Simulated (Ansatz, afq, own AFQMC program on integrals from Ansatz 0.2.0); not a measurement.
**Al, doublet: AFQMC among the cluster methods**

A free Al atom.

Basis aug-cc-pVDZ. Only valence electrons are correlated. Ansatz 0.2.0 and our own AFQMC program on the same integrals; the CISD trial comes from CCSD amplitudes, and released means the phaseless constraint is let go. Error bars are statistical, one sigma.

Determinant: UHF, the one that the program's search chose, which needn't be the lowest solution.

Full CI on the same integrals is exact in this basis and with this determinant's frozen core.

- T1 diagnostic: 0.0170
- weight of the determinant in the CISD state: 0.930
- ⟨S²⟩ of the determinant: 0.768
- size of the correlated space: 3 electrons in 22 orbitals

```json
{"level": "MP2", "correlation energy (eV)": "-0.8435"}
{"level": "CCSD", "correlation energy (eV)": "-1.2992"}
{"level": "CCSD(T)", "correlation energy (eV)": "-1.3206"}
```

**Question.** Estimate where phaseless AFQMC with a CISD trial lies against CCSD(T) on the same integrals.

**Answer.** 0.16 ± 0.01 kcal/mol below CCSD(T).

Reference: full CI, correlation energy -1.332 eV. The released energy is read at 1.50 1/Eh (meV from the phaseless value at times in 1/Eh: -0.6 ± 0.5 at 0.24, -1.5 ± 0.7 at 0.50, -1.9 ± 0.4 at 1.00, -1.2 ± 1.3 at 1.50).

```json
{"level": "CCSD(T)", "E − E(reference) (kcal/mol)": "0.26", "share of correlation (%)": "99.16"}
{"level": "ph-AFQMC/HF", "E − E(reference) (kcal/mol)": "1.37 ± 0.21", "share of correlation (%)": "95.55"}
{"level": "ph-AFQMC/CISD", "E − E(reference) (kcal/mol)": "0.09 ± 0.01", "share of correlation (%)": "99.69"}
{"level": "released AFQMC", "E − E(reference) (kcal/mol)": "0.07 ± 0.03", "share of correlation (%)": "99.79"}
```

A walk keeps the symmetry of its determinant, which the program's search chose and which needn't be the lowest solution, so a lower state of the same spin and another symmetry isn't excluded. Released energies are given only where the last usable release times agree within the noise; a slower fall can still hide under it.
